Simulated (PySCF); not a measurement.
Process, species as SMILES: CC=C → C[C-]=C + H+
B3LYP-D3(BJ)/def2-TZVP geometries, fixed; electronic energies without zero-point terms.
Largest species:
```
C
C 1 1.3267
H 2 1.0824 1 121.67
H 2 1.0845 3 116.84 1 180.00
H 1 1.0871 2 118.81 3 0.00
C 1 1.4957 5 116.00 2 180.00
H 6 1.0909 1 111.47 5 -180.00
H 6 1.0939 7 108.29 1 -122.37
H 6 1.0939 7 108.29 8 -115.25
```
Charge 0, spin multiplicity 1.

Effect of the auxiliary basis of density fitting at PBE0/aug-cc-pVTZ with PySCF, against the last row, where the deprotonation energy is 414.62 kcal/mol. The proton leaves the site shown, which need not be the most acidic.

| setting | fitting functions, largest species | largest shift of a total energy (mEh) | shift of the deprotonation energy (kcal/mol) |
|---|---|---|---|
| density fitting: autoaux | 1131 | -0.002 | 0.000 |
| density fitting: def2-universal-jkfit | 333 | -0.052 | 0.006 |
| density fitting: cc-pvtz-jkfit | 417 | -0.159 | -0.089 |
| density fitting: cc-pvqz-jkfit | 624 | -0.102 | -0.061 |
| density fitting: none | - | 0.000 | 0.000 |

Within 0.05 kcal/mol in the deprotonation energy: density fitting: autoaux; density fitting: def2-universal-jkfit. The largest shift is 0.159 mEh in a total energy and 0.089 kcal/mol in the difference.
